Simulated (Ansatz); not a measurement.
**NO+ (singlet): the correlation ladder at distance N1–O2 = 1.287 Å, 6-31G**

Aim: climb from Hartree-Fock through coupled cluster and multireference methods for NO+ (singlet) at one geometry and basis, and see what each rung misses.

Computed with Ansatz 0.2.0, Gaussian basis. Level: 6-31G, core rule «outside noble gas», up to 2 orbitals frozen.

The runs, in order: UHF; CCSD(T) on RHF; CCSD(T) on UHF; BCCD(T) on RHF; CISD; CCSDT(Q) on RHF; CCSDT(Q) on UHF; CISDTQ; CCSDTQ on RHF; CCSDTQ on UHF; CASSCF and MRCISD+Q, 2 electrons in 2 orbitals; CASSCF and NEVPT2, 2 electrons in 2 orbitals; CASSCF and MRCISD+Q, 10 electrons in 8 orbitals; CASSCF and NEVPT2, 10 electrons in 8 orbitals; Full CI.

36 further runs of the same task are left out: 11 for a known fault of the program, 16 that didn't finish, 9 set aside as unsound or not needed. Runs told in other sessions of the task aren't counted.

## Step 1: What is computed

The geometry derives from a PBE0/def2-TZVP stationary point (not a proven minimum). One bond is set to the value named and the two fragments are kept rigid.

2 atoms, charge 1, spin multiplicity 1.

Atoms are counted from 1 here; the program's logs count them from 0.

Bond lengths: N1–O2 1.287 Å.

## Step 2: UHF

Input file in.yaml:

```yaml
crystal:
  periodic: [false, false, false]
  atoms:
    - {symbol: N, position_ang: [0.000000, 0.000000, 0.000000]}
    - {symbol: O, position_ang: [0.000000, 0.000000, 1.287000]}
basis:
  gaussian: {orbitals: 6-31G}
total_charge: 1
magnetization: {spin_polarized: true, initial_magnetization: 0}
hamiltonian: {xc: hf}
output: {orbitals: {seedname: orbitals}}
```

Run with:

```
$ ansatz run in.yaml --threads 1 --pin off --events-out ev --progress --plain --max-ram 2393MiB
```

The runs that follow: CCSD(T) on RHF; CCSD(T) on UHF; BCCD(T) on RHF; CISD; CCSDT(Q) on RHF; CCSDT(Q) on UHF; CISDTQ; CCSDTQ on RHF; CCSDTQ on UHF; CASSCF and MRCISD+Q, 2 electrons in 2 orbitals; CASSCF and NEVPT2, 2 electrons in 2 orbitals; CASSCF and MRCISD+Q, 10 electrons in 8 orbitals; CASSCF and NEVPT2, 10 electrons in 8 orbitals; Full CI.

**Question.** What will the summary of the whole plan be? Wanted: FCI from the RHF energy; RMP2 from FCI; UMP2 from FCI; RCCSD from FCI; RCCSD(T) from FCI; UCCSD(T) from FCI; RCCSDT(Q) from FCI; UCCSDT(Q) from FCI; NEVPT2 pair from FCI.

As calculated:

```
                         quantity                                          value
          FCI from the RHF energy                                     -9.2047 eV
                    RMP2 from FCI                                   -95.7 kJ/mol
                    UMP2 from FCI                                  +208.3 kJ/mol
                   RCCSD from FCI                                   +66.7 kJ/mol
                RCCSD(T) from FCI                                   +11.1 kJ/mol
                UCCSD(T) from FCI                                   +15.2 kJ/mol
               RCCSDT(Q) from FCI                                    -0.3 kJ/mol
               UCCSDT(Q) from FCI                                    -6.6 kJ/mol
             NEVPT2 pair from FCI                                   +71.9 kJ/mol
           MRCISD+Q pair from FCI                                   +48.5 kJ/mol
          NEVPT2 valence from FCI                                   +43.3 kJ/mol
levels within 1 kcal/mol (43 meV)  RCCSDT(Q), RCCSDTQ, UCCSDTQ, MRCISD+Q valence
                    T1 diagnostic                                          0.040
   effectively unpaired electrons                                           0.31
```

RCCSD(T) misses by +11.1 kJ/mol, 1.2 % of the correlation energy. CCSD(T) misses by +11.1 kJ/mol on the restricted determinant and by +15.2 kJ/mol on the unrestricted one; the two need not hold the same state or core. RMP2, RCCSDT(Q), UCCSDT(Q) fall below full CI: unrestricted runs freeze a spin-polarised core, another one than full CI's, and coupled cluster isn't variational. The occupations show static correlation (0.31 effectively unpaired electrons where one determinant has 0). Of the multireference levels listed MRCISD+Q valence comes nearest in total energy (+1.7 kJ/mol), which doesn't show that its space is the better one. Coupled cluster took another determinant than the lowest Hartree-Fock one. These misses are within one basis, not against nature.
